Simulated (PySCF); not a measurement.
## Gas-phase XPS of `C=C=CCCl`, computed

C4H5Cl.
Atom-mapped SMILES: `[CH2:1]=[C:2]=[CH:3][CH2:4][Cl:5]`

Computed with delta-SCF UKS SCAN, pcX-2 on the ionised atom, pcseg-1 elsewhere, spin-free X2C in PySCF. Binding energies are ΔSCF values: E(core-ionised, relaxed orbitals) − E(ground state) at a fixed geometry, referred to the vacuum level.

Question: What binding energy does each computed site have?

Answer: 
```
atom(s)                 bonded to     level  binding energy (eV)  2p1/2 (eV)  above the level's lowest (eV)  count
    Cl5                         C  Cl 2p3/2               205.58      207.23                           0.00      1
     C1   C (double bond) and 2 H      C 1s               290.74           –                           0.00      1
     C2         2 C (double bond)      C 1s               290.78           –                          +0.04      1
     C3  C (double bond), C and H      C 1s               290.95           –                          +0.21      1
     C4             Cl, C and 2 H      C 1s               292.41           –                          +1.67      1
    Cl5                         C     Cl 1s              2828.16           –                           0.00      1
```

The listed C 1s values span 1.67 eV, from C1 (bonded to C (double bond) and 2 H) to C4 (bonded to Cl, C and 2 H). The widest gap between neighbouring values is 1.46 eV, between 290.95 and 292.41 eV. Summing the Pauling electronegativity differences to the bonded atoms, each weighted by its formal bond order, gives -0.70 for the lowest site and -0.09 for the highest; the largest sum, 0.00, belongs to C2, 1.63 eV below the top. The values 290.74 and 290.78 eV lie too close for their order to be trusted.

Question: Give the binding energy of C 1s of C3 in hartree and in kJ/mol.

Answer: 290.95 eV = 10.6922 Eh = 28072 kJ/mol.

The unrestricted hole states depart most from a pure doublet (⟨S²⟩ = 0.75; over 0.85 named) for C 1s of C2 (0.86), which makes this value less certain. The 2p values add to the ΔSCF energy of one spin-free hole a correction within the shell (spin–orbit coupling, ligand field). 2p1/2 minus 2p3/2 (ligand field included): Cl 1.65 eV. Isolated species at its GFN2-xTB geometry (one conformer only).

Shape of the structure used: `[CH2:1]=[C:2]=[CH:3][CH2:4][Cl:5]`: C2–C3–C4–Cl5 -109°.
